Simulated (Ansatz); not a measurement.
`C=C=C(F)Cl` + CH₃NH₂ → `C=C=C(F)CN` + HCl  (formal exchange of groups at a C–Cl bond)

Isolated molecules relaxed with PBE0-D4/def2-TZVP in Ansatz; ΔE leaves out vibrations. CBS: MP2 limit from def2 TZ/QZ plus the TZ coupled-cluster correction, frozen cores. This one scheme is used for every species. Functionals use def2-TZVPP. Each species was taken in one conformer, which may not be the lowest.

`C=C=C(F)Cl`:

```xyz
7

C     0.342   -1.333   -0.073
C    -0.006   -0.082   -0.048
C    -0.344    1.169   -0.006
F    -1.095    1.752   -0.937
Cl    0.118    2.251    1.235
H     1.256   -1.657   -0.563
H    -0.271   -2.101    0.392
```

CH₃NH₂:

Z-matrix (Å, degrees):
```
C
N 1 1.453
H 1 1.092 2 109.4
H 1 1.100 2 115.4 3 -121.6
H 1 1.092 2 109.4 3 116.8
H 2 1.012 1 110.6 3 62.6
H 2 1.012 1 110.6 3 -179.3
```

`C=C=C(F)CN`:

```xyz
12

C     2.265   -0.320    1.116
C     1.311   -0.304    0.235
C     0.324   -0.294   -0.617
F     0.570   -0.323   -1.940
C    -1.125   -0.254   -0.267
N    -1.737    0.979   -0.730
H     2.717    0.599    1.481
H     2.654   -1.253    1.514
H    -1.614   -1.089   -0.781
H    -1.208   -0.440    0.812
H    -1.413    1.765   -0.180
H    -2.743    0.934   -0.641
```

HCl:

Z-matrix (Å, degrees):
```
Cl
H 1 1.279
```

CCSD(T)/CBS gives -51.7 kJ/mol.

Another level gave -38.1 kJ/mol. Which?
A. CCSD(T)/def2-TZVPP
B. ωB97X-V/def2-TZVPP
C. r2SCAN-D4/def2-TZVPP
D. PBE-D4/def2-TZVPP

D. PBE-D4 -38.1, r2SCAN-D4 -42.7, ωB97X-V -47.9, CCSD(T)/def2-TZVPP -52.1 kJ/mol.

Largest T1 diagnostic among the species: 0.013.

The D4 term adds −3.6 kJ/mol with B3LYP and −2.3 kJ/mol with PBE0; it sums over pairs of atoms, weighted by their polarisabilities, and B3LYP, whose exchange is more repulsive, gets the larger term. From PBE to PBE0 (25 % exact exchange), in def2-TZVPP and without D4, ΔE moves by −7.2 kJ/mol. In def2-TZVPP, CCSD(T) changes the Hartree–Fock value by +3.2 kJ/mol (the triples alone add +2.0 kJ/mol) and MP2 by +4.4 kJ/mol.

B3LYP here is the variant with VWN-RPA as its local correlation; programs differ in this.
